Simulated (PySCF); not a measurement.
Molecule: SMILES C(=C)C, C₃H₆.

Geometry:
```csv
atom,x (Å),y (Å),z (Å)
C1,1.358,0.091,-0.255
C2,0.278,-0.108,0.501
C3,-1.136,-0.011,0.032
H4,1.272,0.349,-1.316
H5,2.368,0.004,0.155
H6,0.419,-0.365,1.559
H7,-1.691,0.755,0.600
H8,-1.195,0.245,-1.036
H9,-1.672,-0.962,0.188
```

Geometry PBE0-D3(BJ)/def2-SVP throughout; GIAO in PySCF 2.14, gas phase, one conformer, non-relativistic; equivalent atoms averaged; basis pcSseg-2.

**Question.** How do the absolute shieldings σ depend on the functional? (ppm; last column core-seconds on shared hosts with different chips, so compare them loosely; the GGAs took longer than the global hybrids here, which isn't the general rule, and the cause wasn't traced)

**Answer.** 
```csv
functional,kind,C2,C1,C3,H6,H4,H5,H7/H8/H9,core-s
HF,Hartree–Fock,44.7,68.2,170.8,25.56,26.37,26.53,29.89,6.6
LDA,LDA,27.2,51.3,156.7,24.40,25.37,25.48,28.92,17
PBE,GGA,32.2,55.9,155.5,24.92,25.88,25.98,29.32,23
BLYP,GGA,27.5,53.0,150.9,25.19,26.16,26.27,29.49,22
BP86,GGA,32.6,56.1,155.3,25.01,25.95,26.05,29.39,21
OPBE,GGA,42.7,64.2,160.7,24.92,25.87,25.93,29.36,22
KT2,GGA,44.2,66.6,159.1,25.11,26.04,26.16,29.35,23
KT3,GGA,44.6,67.1,157.9,25.30,26.24,26.33,29.51,21
B97-D,GGA,36.6,60.2,155.2,25.24,26.18,26.28,29.53,21
B3LYP,global hybrid,30.6,55.1,155.9,25.22,26.13,26.25,29.54,14
PBE0,global hybrid,35.9,58.7,161.2,25.01,25.90,26.01,29.42,14
mPW1PW91,global hybrid,35.3,58.0,160.5,25.09,25.97,26.07,29.48,14
WP04,global hybrid,26.1,48.0,148.7,25.80,26.57,26.63,29.85,12
B97-2,global hybrid,38.5,61.0,160.4,25.19,26.07,26.18,29.54,13
BHandHLYP,global hybrid,35.2,59.1,162.1,25.30,26.16,26.29,29.63,12
CAM-B3LYP,range-separated hybrid,31.3,55.6,160.3,25.11,25.99,26.13,29.51,15
wB97X-D,range-separated hybrid,35.1,57.9,162.0,25.15,25.99,26.11,29.57,18
LC-wPBE,range-separated hybrid,35.2,56.9,166.6,25.03,25.85,25.95,29.57,23
```

**Question.** Which nucleus moves most, in ppm?

**Answer.** C3 (allylic methyl carbon): from 148.7 ppm with WP04 to 170.8 ppm with HF. The smallest spread is 0.97 ppm, at H7/H8/H9. Proton shifts span only some 12 ppm, so a few tenths of a ppm matter as much there as several ppm in carbon.
